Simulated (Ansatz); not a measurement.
**PH− (doublet): from Hartree-Fock to the top rungs, aug-cc-pVDZ**

How much of the correlation energy of PH− (doublet) does each wave-function method recover here?

The runs use Ansatz 0.2.0, Gaussian basis; aug-cc-pVDZ, core rule «outside noble gas», up to 5 orbitals frozen.

The runs, in order: UHF; CCSD(T) on ROHF; CCSD(T) on UHF; BCCD(T) on ROHF; CISD; CCSDT(Q) on ROHF; CCSDT(Q) on UHF; CASSCF and MRCISD+Q, 7 electrons in 5 orbitals; CASSCF and NEVPT2, 7 electrons in 5 orbitals.

22 further runs of the same task are left out: 1 for a mislabelled method, 8 that didn't finish, 13 set aside as unsound or not needed.

### Step 1. The system

The geometry is a PBE0/def2-TZVP stationary point (not a proven minimum) of the parent state, kept for this charge and spin.

2 atoms, charge -1, spin multiplicity 2.

Atoms are counted from 1 here; the program's logs count them from 0.

Bond lengths: P1–H2 1.428 Å.

In the tables R marks a restricted open-shell determinant and U an unrestricted one; 'valence' is the active space of 7 electrons in 5 orbitals; energies count from the table's Hartree-Fock row.

### Step 2. UHF

File in.yaml:

```yaml
crystal:
  periodic: [false, false, false]
  atoms:
    - {symbol: P, position_ang: [0.000000, 0.000000, 0.000000]}
    - {symbol: H, position_ang: [0.000000, 0.000000, 1.428200]}
basis:
  gaussian: {orbitals: aug-cc-pVDZ}
total_charge: -1
magnetization: {spin_polarized: true, initial_magnetization: 1}
hamiltonian: {xc: hf}
output: {orbitals: {seedname: orbitals}}
```

The run is started by

```console
$ ansatz run in.yaml --threads 1 --pin off --events-out ev --progress --plain --max-ram 2393MiB
```

What it wrote:

```text
Functional definition: HF
  name "HF"
  cite "Fock, Z. Phys. 61, 126 (1930) doi:10.1007/BF01340294"
  parent pbe
  exchange = exact_x
  correlation = 0
365 factors; integrals over basis functions are off by at most 1.1e-3 eV
mean field evaluation 1: about -9285.8757 eV, gradient 8.4e0 eV
mean field evaluation 2: about -9285.8755 eV, gradient 8.4e0 eV
mean field evaluation 4: about -9286.7180 eV, gradient 1.0e0 eV
mean field evaluation 8: about -9286.7420 eV, gradient 1.1e-2 eV
mean field evaluation 16: about -9286.4801 eV, gradient 1.9e0 eV
mean field evaluation 32: about -9285.3073 eV, gradient 9.5e-2 eV
mean field evaluation 64: about -9285.8244 eV, gradient 1.6e0 eV
mean field -9286.74201332 eV, -341.2814742096 hartree, gradient 2.6e-5 eV, S^2 0.768305; 5 other end points of the search recorded, 0 dependent functions left out
reference -9286.74201332 eV, -341.2814742096 hartree; 9, 8 occupied and 27, 28 virtual orbitals, 365 factors
Total energy: -9286.74201332 eV, -341.2814742096 hartree
```

It took 0.18 s on 1 thread of AMD EPYC 9R45, shared host.

From the report: ⟨S²⟩ of the determinant 0.768 (pure doublet: 0.75).

### Step 3. CCSD(T) on ROHF

File in.yaml:

```yaml
crystal:
  periodic: [false, false, false]
  atoms:
    - {symbol: P, position_ang: [0.000000, 0.000000, 0.000000]}
    - {symbol: H, position_ang: [0.000000, 0.000000, 1.428200]}
basis:
  gaussian: {orbitals: aug-cc-pVDZ}
total_charge: -1
magnetization: {spin_polarized: false, initial_magnetization: 1}
correlation: {method: ccsd_t, electrons: outside_noble_gas}
output: {forces: true}
```

Same command.

What it wrote (excerpt; [...] marks lines left out):

```text
Functional definition: HF
  name "HF"
  cite "Fock, Z. Phys. 61, 126 (1930) doi:10.1007/BF01340294"
  parent pbe
[...]
365 factors; integrals over basis functions are off by at most 1.1e-3 eV
[...]
mean field -9286.62997477 eV, -341.2773568691 hartree, gradient 1.9e-6 eV, S^2 0.750000; 3 other end points of the search recorded, 0 dependent functions left out
[...]
determinant -9286.62997477 eV, -341.2773568691 hartree, with singles and doubles -9290.56067446 eV, -341.4218074184 hartree
determinant -9283.80883903 eV, -341.1736820428 hartree, with singles and doubles -9287.56135749 eV, -341.3115845525 hartree
5 core orbitals not correlated: weight in the atoms' cores, before any rotation towards them, 1.000 or more for the frozen orbitals, at most 0.000 for the correlated occupied ones
reference -9286.62997477 eV, -341.2773568691 hartree; 4, 3 occupied and 27, 28 virtual orbitals, 365 factors
second order -3.27516584 eV of doubles, -0.06419729 eV of singles
cycle   1  -3.93085009 eV  change   -1.5e-4 eV  update   5.3e-4
[...]
cycle   8  -3.93098579 eV  change    1.0e-6 eV  update   5.2e-7
perturbative correction -0.13385321 eV, -0.0049190147 hartree
[...]
Total energy: -9290.69481377 eV, -341.4267369470 hartree
Atom 0 at     0.000000     0.000000     0.000000 Å, force     0.000000     0.000000    -0.569197 eV/Å
Atom 1 at     0.000000     0.000000     1.428200 Å, force    -0.000000     0.000000     0.569197 eV/Å
Dipole moment:     0.000000     0.000000     0.085739 e Å
```

Run time: 0.66 s. Hardware: 1 thread of AMD EPYC 9R45, shared host.

From the report: correlation -4.0648 eV; T1 0.020; largest double amplitude 0.07.

### Step 4. CCSD(T) on UHF

Edit in.yaml of step 3 so:

```diff
@@ -8,3 +8,3 @@
 total_charge: -1
-magnetization: {spin_polarized: false, initial_magnetization: 1}
+magnetization: {spin_polarized: true, initial_magnetization: 1}
 correlation: {method: ccsd_t, electrons: outside_noble_gas}
```

The command is unchanged.

What it wrote (excerpt; [...] marks lines left out):

```text
Functional definition: HF
  name "HF"
  cite "Fock, Z. Phys. 61, 126 (1930) doi:10.1007/BF01340294"
  parent pbe
[...]
365 factors; integrals over basis functions are off by at most 1.1e-3 eV
[...]
mean field -9286.74201332 eV, -341.2814742096 hartree, gradient 2.4e-6 eV, S^2 0.768304; 16 other end points of the search recorded, 0 dependent functions left out
determinant -9286.74201332 eV, -341.2814742096 hartree, with singles and doubles -9290.56423150 eV, -341.4219381372 hartree
determinant -9285.74732713 eV, -341.2449201663 hartree, with singles and doubles -9288.91602940 eV, -341.3613678270 hartree
determinant -9285.30757924 eV, -341.2287597295 hartree, with singles and doubles -9288.52848992 eV, -341.3471260139 hartree
determinant -9284.25999517 eV, -341.1902617249 hartree, with singles and doubles -9287.45592958 eV, -341.3077101482 hartree
[...]
determinant -9283.64651307 eV, -341.1677166739 hartree, with singles and doubles -9286.76153404 eV, -341.2821915831 hartree
5 core orbitals not correlated: weight in the atoms' cores, before any rotation towards them, 1.000 or more for the frozen orbitals, at most 0.000 for the correlated occupied ones
reference -9286.74201332 eV, -341.2814742096 hartree; 4, 3 occupied and 27, 28 virtual orbitals, 365 factors
second order -3.20888069 eV of doubles, -0.00000000 eV of singles
cycle   1  -3.82239521 eV  change   -1.8e-4 eV  update   5.9e-4
[...]
cycle   8  -3.82254978 eV  change    1.1e-6 eV  update   6.3e-7
perturbative correction -0.13009187 eV, -0.0047807882 hartree
[...]
Total energy: -9290.69465497 eV, -341.4267311111 hartree
Atom 0 at     0.000000     0.000000     0.000000 Å, force     0.000000     0.000000    -0.568832 eV/Å
Atom 1 at     0.000000     0.000000     1.428200 Å, force     0.000000    -0.000000     0.568832 eV/Å
Dipole moment:     0.000000    -0.000000     0.085765 e Å
```

It took 1.3 s on 1 thread of AMD EPYC 9R45, shared host.

From the report: ⟨S²⟩ of the determinant 0.768 (pure doublet: 0.75); correlation -3.9526 eV; T1 0.016; largest double amplitude 0.07.

### Step 5. BCCD(T) on ROHF

File in.yaml:

```yaml
crystal:
  periodic: [false, false, false]
  atoms:
    - {symbol: P, position_ang: [0.000000, 0.000000, 0.000000]}
    - {symbol: H, position_ang: [0.000000, 0.000000, 1.428200]}
basis:
  gaussian: {orbitals: aug-cc-pVDZ}
total_charge: -1
magnetization: {spin_polarized: false, initial_magnetization: 1}
correlation: {method: bccd_t, electrons: outside_noble_gas}
```

Launched as before.

What it wrote (excerpt; [...] marks lines left out):

```text
Functional definition: HF
  name "HF"
  cite "Fock, Z. Phys. 61, 126 (1930) doi:10.1007/BF01340294"
  parent pbe
[...]
365 factors; integrals over basis functions are off by at most 1.1e-3 eV
[...]
mean field -9286.62997477 eV, -341.2773568691 hartree, gradient 1.9e-6 eV, S^2 0.750000; 3 other end points of the search recorded, 0 dependent functions left out
[...]
determinant -9286.62997477 eV, -341.2773568691 hartree, with singles and doubles -9290.56067446 eV, -341.4218074184 hartree
determinant -9283.80883903 eV, -341.1736820428 hartree, with singles and doubles -9287.56135749 eV, -341.3115845525 hartree
5 core orbitals not correlated: weight in the atoms' cores, before any rotation towards them, 1.000 or more for the frozen orbitals, at most 0.000 for the correlated occupied ones
reference -9286.62997477 eV, -341.2773568691 hartree; 4, 3 occupied and 27, 28 virtual orbitals, 365 factors
second order -3.27516584 eV of doubles, -0.06419729 eV of singles
cycle   1  -3.93065270 eV  change    4.7e-5 eV  update   3.1e-3
[...]
cycle   8  -3.93010899 eV  change   -4.6e-7 eV  update   4.1e-6
perturbative correction -0.13450707 eV, -0.0049430435 hartree
Total energy: -9290.69459083 eV, -341.4267287539 hartree
```

Wall time 0.51 s (1 thread of AMD EPYC 9R45, shared host).

From the report: correlation -4.0646 eV; largest double amplitude 0.07.

### Step 6. CISD

Edit in.yaml of step 5 so:

```diff
@@ -9,2 +9,2 @@
 magnetization: {spin_polarized: false, initial_magnetization: 1}
-correlation: {method: bccd_t, electrons: outside_noble_gas}
+correlation: {active_space: {ras: {orbitals: [3, 1, 27], electrons: 7, max_holes: 2, max_particles: 2}, fixed_orbitals: true}}
```

The command is unchanged.

What it wrote:

```text
Functional definition: HF
  name "HF"
  cite "Fock, Z. Phys. 61, 126 (1930) doi:10.1007/BF01340294"
  parent pbe
  exchange = exact_x
  correlation = 0
365 factors; integrals over basis functions are off by at most 1.1e-3 eV
mean field evaluation 1: about -9285.7745 eV, gradient 1.1e1 eV
mean field evaluation 2: about -9285.7743 eV, gradient 1.1e1 eV
mean field evaluation 4: about -9286.6202 eV, gradient 9.8e-1 eV
mean field evaluation 8: about -9286.6300 eV, gradient 6.0e-4 eV
mean field evaluation 16: about -9286.6300 eV, gradient 5.1e-7 eV
mean field -9286.62997477 eV, -341.2773568691 hartree, gradient 1.9e-6 eV, S^2 0.750000; 2 other end points of the search recorded, 0 dependent functions left out
reference -9286.62997477 eV, -341.2773568691 hartree; 9, 8 occupied and 27, 28 virtual orbitals, 365 factors
state -9290.36495871 eV, -341.4146149971 hartree
Total energy: -9290.36495871 eV, -341.4146149971 hartree
```

It took 0.39 s on 1 thread of AMD EPYC 9R45, shared host.

From the report: 4,910 determinants.

### Step 7. CCSDT(Q) on ROHF

Edit in.yaml of step 6 so:

```diff
@@ -9,2 +9,2 @@
 magnetization: {spin_polarized: false, initial_magnetization: 1}
-correlation: {active_space: {ras: {orbitals: [3, 1, 27], electrons: 7, max_holes: 2, max_particles: 2}, fixed_orbitals: true}}
+correlation: {method: ccsdt_q, electrons: outside_noble_gas}
```

Same command.

What it wrote (excerpt; [...] marks lines left out):

```text
Functional definition: HF
  name "HF"
  cite "Fock, Z. Phys. 61, 126 (1930) doi:10.1007/BF01340294"
  parent pbe
[...]
593 factors; integrals over basis functions are off by at most 9.9e-8 eV
[...]
mean field -9286.62997869 eV, -341.2773570131 hartree, gradient 1.9e-6 eV, S^2 0.750000; 3 other end points of the search recorded, 0 dependent functions left out
[...]
determinant -9286.62997869 eV, -341.2773570131 hartree, with singles and doubles -9290.56067684 eV, -341.4218075058 hartree
determinant -9283.80884271 eV, -341.1736821779 hartree, with singles and doubles -9287.56135964 eV, -341.3115846315 hartree
5 core orbitals not correlated: weight in the atoms' cores, before any rotation towards them, 1.000 or more for the frozen orbitals, at most 0.000 for the correlated occupied ones
reference -9286.62997869 eV, -341.2773570131 hartree; 4, 3 occupied and 27, 28 virtual orbitals, 593 factors
second order -3.27517151 eV of doubles, -0.06419731 eV of singles
cycle   1  -3.78123466 eV  change   -4.4e-1 eV  update   6.5e-2
[...]
cycle  17  -4.08806310 eV  change   -4.5e-7 eV  update   4.5e-7
perturbative correction -0.00806441 eV, -0.0002963614 hartree
Total energy: -9290.72610620 eV, -341.4278869226 hartree
```

Wall time 2.5 s (1 thread of AMD EPYC 9R45, shared host).

From the report: correlation -4.0961 eV; T1 0.021; largest double amplitude 0.07.

### Step 8. CCSDT(Q) on UHF

Edit in.yaml of step 7 so:

```diff
@@ -8,3 +8,3 @@
 total_charge: -1
-magnetization: {spin_polarized: false, initial_magnetization: 1}
+magnetization: {spin_polarized: true, initial_magnetization: 1}
 correlation: {method: ccsdt_q, electrons: outside_noble_gas}
```

The command is unchanged.

What it wrote (excerpt; [...] marks lines left out):

```text
Functional definition: HF
  name "HF"
  cite "Fock, Z. Phys. 61, 126 (1930) doi:10.1007/BF01340294"
  parent pbe
[...]
593 factors; integrals over basis functions are off by at most 9.9e-8 eV
[...]
mean field -9286.74201733 eV, -341.2814743571 hartree, gradient 2.4e-6 eV, S^2 0.768304; 16 other end points of the search recorded, 0 dependent functions left out
determinant -9286.74201733 eV, -341.2814743571 hartree, with singles and doubles -9290.56423377 eV, -341.4219382204 hartree
determinant -9285.74733161 eV, -341.2449203310 hartree, with singles and doubles -9288.91603293 eV, -341.3613679567 hartree
determinant -9285.30758376 eV, -341.2287598957 hartree, with singles and doubles -9288.52849333 eV, -341.3471261392 hartree
determinant -9284.25999937 eV, -341.1902618793 hartree, with singles and doubles -9287.45593283 eV, -341.3077102676 hartree
determinant -9283.84025923 eV, -341.1748367138 hartree, with singles and doubles -9287.02275094 eV, -341.2917911269 hartree
determinant -9283.81270572 eV, -341.1738241408 hartree, with singles and doubles -9287.56203082 eV, -341.3116092970 hartree
determinant -9283.64651798 eV, -341.1677168541 hartree, with singles and doubles -9286.76153757 eV, -341.2821917125 hartree
5 core orbitals not correlated: weight in the atoms' cores, before any rotation towards them, 1.000 or more for the frozen orbitals, at most 0.000 for the correlated occupied ones
reference -9286.74201733 eV, -341.2814743571 hartree; 4, 3 occupied and 27, 28 virtual orbitals, 593 factors
second order -3.20888622 eV of doubles, -0.00000000 eV of singles
cycle   1  -3.65640290 eV  change   -4.5e-1 eV  update   6.6e-2
[...]
cycle  16  -3.97636130 eV  change    5.2e-7 eV  update   8.0e-7
perturbative correction -0.00810350 eV, -0.0002977980 hartree
Total energy: -9290.72648212 eV, -341.4279007375 hartree
```

Wall time 2.9 s (1 thread of AMD EPYC 9R45, shared host).

From the report: ⟨S²⟩ of the determinant 0.768 (pure doublet: 0.75); correlation -3.9845 eV; T1 0.016; largest double amplitude 0.07.

### Step 9. CASSCF and MRCISD+Q, 7 electrons in 5 orbitals

File in.yaml:

```yaml
crystal:
  periodic: [false, false, false]
  atoms:
    - {symbol: P, position_ang: [0.000000, 0.000000, 0.000000]}
    - {symbol: H, position_ang: [0.000000, 0.000000, 1.428200]}
basis:
  gaussian: {orbitals: aug-cc-pVDZ}
total_charge: -1
magnetization: {spin_polarized: false, initial_magnetization: 1}
correlation: {method: fic_mrcisd_q, electrons: outside_noble_gas, active_space: {window: {electrons: 7, orbitals: 5}, shells: [{species: H, l: s, shell: 1}, {species: P, l: s, shell: 3}, {species: P, l: p, shell: 3}]}}
```

The command is unchanged.

What it wrote (excerpt; [...] marks lines left out):

```text
Functional definition: HF
  name "HF"
  cite "Fock, Z. Phys. 61, 126 (1930) doi:10.1007/BF01340294"
  parent pbe
[...]
593 factors; integrals over basis functions are off by at most 9.9e-8 eV
[...]
mean field -9286.62997869 eV, -341.2773570131 hartree, gradient 1.9e-6 eV, S^2 0.750000; 2 other end points of the search recorded, 0 dependent functions left out
reference -9286.62997869 eV, -341.2773570131 hartree; 9, 8 occupied and 27, 28 virtual orbitals, 593 factors
state -9287.08242460 eV, -341.2939840935 hartree
contracted CI cycle   1: correlation 0.00000000 eV, 0.0000000000 hartree, residual 1.27e1 eV
contracted CI cycle   2: correlation -3.19551689 eV, -0.1174330799 hartree, residual 2.57e0 eV
contracted CI cycle   3: correlation -3.33352912 eV, -0.1225049357 hartree, residual 6.00e-1 eV
contracted CI cycle   4: correlation -3.34255765 eV, -0.1228367281 hartree, residual 1.88e-1 eV
contracted CI cycle   5: correlation -3.34340162 eV, -0.1228677431 hartree, residual 5.50e-2 eV
contracted CI cycle   6: correlation -3.34347188 eV, -0.1228703253 hartree, residual 1.64e-2 eV
contracted CI cycle   7: correlation -3.34347835 eV, -0.1228705632 hartree, residual 5.36e-3 eV
contracted CI cycle   8: correlation -3.34347907 eV, -0.1228705895 hartree, residual 1.68e-3 eV
contracted CI cycle   9: correlation -3.34347914 eV, -0.1228705920 hartree, residual 4.92e-4 eV
state -9287.08242460 eV, -341.2939840935 hartree; corrected -9290.71010757 eV, -341.4272989839 hartree
Total energy: -9290.71010757 eV, -341.4272989839 hartree
Checks for a lower state left out: starts, orbital_swaps
```

Wall time 0.36 s (1 thread of AMD EPYC 9R45, shared host).

From the report: 13 determinants; active occupations 2.00, 2.00, 1.98, 1.00, 0.03.

### Step 10. CASSCF and NEVPT2, 7 electrons in 5 orbitals

File in.yaml:

```yaml
crystal:
  periodic: [false, false, false]
  atoms:
    - {symbol: P, position_ang: [0.000000, 0.000000, 0.000000]}
    - {symbol: H, position_ang: [0.000000, 0.000000, 1.428200]}
basis:
  gaussian: {orbitals: aug-cc-pVDZ}
total_charge: -1
magnetization: {spin_polarized: false, initial_magnetization: 1}
correlation: {method: sc_nevpt2, electrons: outside_noble_gas, active_space: {window: {electrons: 7, orbitals: 5}, shells: [{species: H, l: s, shell: 1}, {species: P, l: s, shell: 3}, {species: P, l: p, shell: 3}]}}
```

Launched as before.

What it wrote:

```text
Functional definition: HF
  name "HF"
  cite "Fock, Z. Phys. 61, 126 (1930) doi:10.1007/BF01340294"
  parent pbe
  exchange = exact_x
  correlation = 0
593 factors; integrals over basis functions are off by at most 9.9e-8 eV
mean field evaluation 1: about -9285.7747 eV, gradient 1.1e1 eV
mean field evaluation 2: about -9285.7743 eV, gradient 1.1e1 eV
mean field evaluation 4: about -9286.6202 eV, gradient 9.8e-1 eV
mean field evaluation 8: about -9286.6300 eV, gradient 6.0e-4 eV
mean field evaluation 16: about -9286.6300 eV, gradient 5.1e-7 eV
mean field -9286.62997869 eV, -341.2773570131 hartree, gradient 1.9e-6 eV, S^2 0.750000; 2 other end points of the search recorded, 0 dependent functions left out
reference -9286.62997869 eV, -341.2773570131 hartree; 9, 8 occupied and 27, 28 virtual orbitals, 593 factors
state -9287.08242460 eV, -341.2939840935 hartree
state -9287.08242460 eV, -341.2939840935 hartree; corrected -9289.71403976 eV, -341.3906941670 hartree
Total energy: -9289.71403976 eV, -341.3906941670 hartree
Checks for a lower state left out: starts, orbital_swaps
```

Run time: 0.21 s. Hardware: 1 thread of AMD EPYC 9R45, shared host.

From the report: 13 determinants; active occupations 2.00, 2.00, 1.98, 1.00, 0.03.

### Step 11. How many determinants matter

Natural occupations of the CASSCF valence state about the gap (report; correlated orbitals 1 to 5): 2.000, 1.997, 1.976, 1.000, 0.027. The count of effectively unpaired electrons, Σ n²(2 − n)², is 1.01; a single determinant of this spin has 1.

### Step 12. All levels against the top one

The yardstick is UCCSDT(Q), where the cluster series has nearly closed. Rows without a time come out of other runs: HF, MP2 and CCSD of CCSD(T), CCSDT of CCSDT(Q), CASSCF and MRCISD of the multireference runs. The times of RCCSD(T), UCCSD(T) include forces.

Differences are taken before rounding.

```tsv
method	energy from the lowest RHF (kJ/mol)	from UCCSDT(Q) (kJ/mol)	time
RHF	0.0	+395.3	
UHF	-10.8	+384.4	
RMP2	-322.2	+73.1	
UMP2	-320.4	+74.8	
CISD	-360.4	+34.9	0.39 s
RCCSD	-379.3	+16.0	
UCCSD	-379.6	+15.6	
RCCSD(T)	-392.2	+3.1	0.66 s
UCCSD(T)	-392.2	+3.1	1.3 s
BCCD(T)	-392.2	+3.1	0.51 s
RCCSDT	-394.4	+0.8	
UCCSDT	-394.5	+0.8	
RCCSDT(Q)	-395.2	0.0	2.5 s
UCCSDT(Q)	-395.3	0	2.9 s
CASSCF valence	-43.7	+351.6	
NEVPT2 valence	-297.6	+97.7	0.21 s
MRCISD valence	-366.3	+29.0	
MRCISD+Q valence	-393.7	+1.6	0.36 s
```

Among the levels timed on like hardware and quicker than the yardstick, those that no quicker one beats, quickest first: NEVPT2 valence (0.21 s, +97.7 kJ/mol); MRCISD+Q valence (0.36 s, +1.6 kJ/mol); RCCSDT(Q) (2.5 s, 0.0 kJ/mol). Runs this short are mostly start-up, so their order is noise.

### Step 13. Results

```
                         quantity                                                                     value
   UCCSDT(Q) below the RHF energy                                                                -4.0965 eV
              RMP2 from UCCSDT(Q)                                                              +73.1 kJ/mol
              UMP2 from UCCSDT(Q)                                                              +74.8 kJ/mol
             RCCSD from UCCSDT(Q)                                                              +16.0 kJ/mol
          RCCSD(T) from UCCSDT(Q)                                                               +3.1 kJ/mol
          UCCSD(T) from UCCSDT(Q)                                                               +3.1 kJ/mol
         RCCSDT(Q) from UCCSDT(Q)                                                                0.0 kJ/mol
    NEVPT2 valence from UCCSDT(Q)                                                              +97.7 kJ/mol
  MRCISD+Q valence from UCCSDT(Q)                                                               +1.6 kJ/mol
levels within 1 kcal/mol (43 meV)  RCCSD(T), UCCSD(T), BCCD(T), RCCSDT, UCCSDT, RCCSDT(Q), MRCISD+Q valence
                    T1 diagnostic                                                                     0.020
   effectively unpaired electrons                                                                      1.01
```

**Reading.** RCCSD(T) lands +3.1 kJ/mol from the yardstick (0.8 % of the correlation energy). One determinant dominates. Of the multireference levels listed MRCISD+Q valence comes nearest in total energy (+1.6 kJ/mol), which doesn't show that its space is the better one. These misses are within one basis, not against nature; the frozen cores of restricted and unrestricted runs differ, which can shift their rows.
